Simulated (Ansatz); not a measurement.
CH$_{3}$N$_{2}$, doublet: from triple and quadruple zeta to the limit

```yaml
atoms:
  - { symbol: N, position_ang: [-1.8628, -0.0132, -0.0206] }
  - { symbol: H, position_ang: [-2.1600, 0.9546, -0.0206] }
  - { symbol: H, position_ang: [-2.1600, -0.4155, 0.8596] }
  - { symbol: H, position_ang: [-0.6608, -0.0132, -0.0206] }
  - { symbol: N, position_ang: [1.7313, -0.0132, -0.0206] }
  - { symbol: C, position_ang: [0.5712, -0.0132, -0.0206] }
```

Connectivity, by distances: NH2 ··· N–C, 1 bridging H.

Ansatz 0.2.0, UHF determinant, valence electrons correlated. Energies in eV.

| set | X | functions | Hartree–Fock | MP2 correlation | CCSD(T) correlation | time |
| --- | --- | --- | --- | --- | --- | --- |
| def2-TZVPP | 3 | 135 | -4039.5495 | -14.7296 | -16.1586 | 16 s on 1 × NVIDIA H100 80GB HBM3 with 1 thread of AMD EPYC 7R13 Processor (Zen 3) (shared host) |
| def2-QZVPP | 4 | 261 | -4039.7219 | -15.7339 | -17.0632 | 33 s on 1 × NVIDIA H100 80GB HBM3 with 1 thread of AMD EPYC 7R13 Processor (Zen 3), on a shared host |

Hartree–Fock is taken to follow E(X) = E∞ + A·exp(−7.88·√X), correlation E(X) = E∞ + B·X^−2.97.

Problem. Work out the CCSD(T) energy at the limit, and how far the shortcut misses it that extrapolates MP2 and adds CCSD(T) minus MP2 from the smaller set.

Solution. Hartree–Fock: E∞ = E4 + 0.1377·(E4 − E3) = -4039.7456. Correlation: E∞ = E4 + 0.7407·(E4 − E3) = -17.7333 for CCSD(T) and -16.4778 for MP2. The limit is -4057.4790 eV, 0.694 eV below def2-QZVPP. The shortcut gives a correlation energy of -16.4778 + (-1.4290) = -17.9067, 173 meV lower than the direct value.
